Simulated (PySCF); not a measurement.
Species: allene, C₃H₄.
Atom-mapped SMILES: `[CH2:1]=[C:2]=[CH2:3]` (hydrogens: H4, H5 on C1; H6, H7 on C3)

Linear response at PBE0/aug-cc-pVTZ (PySCF, frozen core in the response, non-relativistic). Geometry: PBE0-D3(BJ)/def2-TZVP; no solvent, vibrations or thermal averaging.

Static isotropic polarisability: 40.72 au (6.03 Å³), principal values 29.6, 29.6, 62.9 au.

(1) What is the polarisability at 1064 nm and at the sodium D line?

(2) What is the isotropic C6 coefficient between two such molecules, C6 = (3/π)∫α(iω)² dω?

(3) Which effective excitation energy ω̄ makes London's formula C6 = (3/4)α²ω̄ exact here?

(4) How anisotropic is the static polarisability, by Δα² = ½[(α1 − α2)² + (α2 − α3)² + (α3 − α1)²]?

(5) What molar refraction at the D line follows from R = (4π/3)·N_A·α′, with α′ the polarisability volume?

(6) The lowest 10 singlets have (eV, f): 5.93, 0.000; 6.15, 0.000; 6.68, 0.021; 6.68, 0.021; 7.14, 0.000; 7.28, 0.457; 7.32, 0.015; 7.32, 0.015; 7.69, 0.000; 7.69, 0.000. What share of the static polarisability do they carry in the sum over states α = Σ f/ω²?

(7) How many electrons N does the Slater–Kirkwood formula C6 = (3/4)·√N·α^(3/2) need to give this C6?

(8) What three-body coefficient follows from the one-pole estimate C9 = (3/4)·α·C6?

Answers

(1) 41.22 au at 1064 nm (+1.2 %), 42.41 au at 589.3 nm (+4.1 %). The rise at 589.3 nm is 3.40 times that at 1064 nm; a pure ω² law gives 3.26. The lowest singlet lies at 209 nm, shorter than both wavelengths.

(2) 583.9 au (Eh·bohr⁶) by a ten-point quadrature over imaginary frequencies, which is 349 eV·Å⁶ or 33.7 J·nm⁶/mol.

(3) ω̄ = 4·C6/(3α²) = 0.469 Eh = 12.8 eV. A one-pole form α(ω) = α/(1 − ω²/ω̄²) fitted to the 1064 nm value gives 10.6 eV.

(4) Δα = 33.3 au, or 0.82 of the isotropic value.

(5) α′ = 6.28 Å³ gives R = 15.85 cm³/mol, for isolated, non-vibrating species.

(6) 7.50 au, 18.4 % of α; the largest term, 6.39 au, is that of the state at 7.28 eV. Their oscillator strengths add up to 0.53. Higher states carry the rest.

(7) N = (4·C6/3)²/α³ = 9.0; the species has 22 electrons in all.

(8) 17800 au. This is an estimate from the two numbers above, not a computed integral.
